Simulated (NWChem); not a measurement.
## Total energies of dichloromethane (CH$_{2}$Cl$_{2}$)

```
C
H 1 1.0958
H 1 1.0958 2 110.71
Cl 1 1.7678 2 108.18 3 118.38
Cl 1 1.7678 2 108.18 3 -118.38
```
Charge 0, spin multiplicity 1.

Program: NWChem. The geometry was optimised at PBE0/def2-SVP, a minimum by its harmonic frequencies.

Basis set: def2-SVP (60 functions).

```json
[
 {"method": "RHF", "total energy (Ha)": "-957.69652"},
 {"method": "MP2", "total energy (Ha)": "-958.10791"},
 {"method": "B2PLYP", "total energy (Ha)": "-959.03492"},
 {"method": "PBE", "total energy (Ha)": "-958.94720"},
 {"method": "B3LYP", "total energy (Ha)": "-959.40599"},
 {"method": "BP86", "total energy (Ha)": "-959.46626"},
 {"method": "CCSD(T)", "total energy (Ha)": "-958.15431"}
]
```

Total energies of different functionals aren't comparable as a measure of quality: only differences taken within one method are. 

The correlated methods keep 11 core orbitals frozen. B3LYP has NWChem's definition, with VWN1-RPA local correlation. Coupled-cluster values serve here as a point of comparison, not as the truth.
